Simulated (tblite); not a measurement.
Compound: tetrafluoroethene, C2F4.
SMILES: `FC(F)=C(F)F`

Level: GFN2-xTB in tblite, geometry and Hessian alike; calculated harmonic values, unscaled, isolated species. Errors from tens to a few hundred cm⁻¹ against measured bands are possible.

Harmonic wavenumbers (cm⁻¹): 169.2, 185.8, 352.2, 395.9, 414.5, 481.1, 506.1, 769.2, 1124.9, 1223.6, 1250.2, 1821.2.

A = 5536, B = 3165, C = 2014 MHz; mass 99.994 u (most abundant isotopes); point group D2h, symmetry number 4.

**Question.** Zero-point energy?

**Answer.** Half the sum of the wavenumbers: 4347 cm⁻¹ = 52.00 kJ/mol.

**Question.** Entropy at 298.15 K, 1 bar (ideal gas, RRHO, classical rotation)?

**Answer.** Translation 166.29, rotation 99.82, vibration 39.64: S = 305.7 J/(mol K).

**Question.** And Cp and H(298.15 K) − H(0)?

**Answer.** Cp = 83.91 J/(mol K), of which vibrations give 50.65 (their classical limit is 12 R = 99.8); H(298.15 K) − H(0) = 17.16 kJ/mol without the zero-point energy, 7.25 from vibrations.

**Question.** How do the functions run with temperature in this model?

**Answer.** 
| T (K) | S (J/(mol K)) | Cp (J/(mol K)) | H − H(0) (kJ/mol) | G − H(0) (kJ/mol) | ln q(vib) |
| --- | --- | --- | --- | --- | --- |
| 150 | 256.8 | 58.9 | 6.40 | -32.12 | 0.50 |
| 250 | 291.5 | 77.3 | 13.28 | -59.61 | 1.38 |
| 400 | 332.0 | 94.9 | 26.30 | -106.51 | 2.84 |
| 600 | 373.5 | 109.1 | 46.84 | -177.25 | 4.73 |
| 900 | 420.0 | 119.9 | 81.40 | -296.63 | 7.22 |

q(vib) and H(0) count from the zero-point level.

**Question.** What must be added to the electronic energy to get the Gibbs energy at 298.15 K and 1 bar?

**Answer.** ZPE + [H(298.15 K) − H(0)] − T·S = 52.00 + 17.16 − 91.16 = -22.00 kJ/mol.

Hindered rotation and anharmonicity are outside this model.
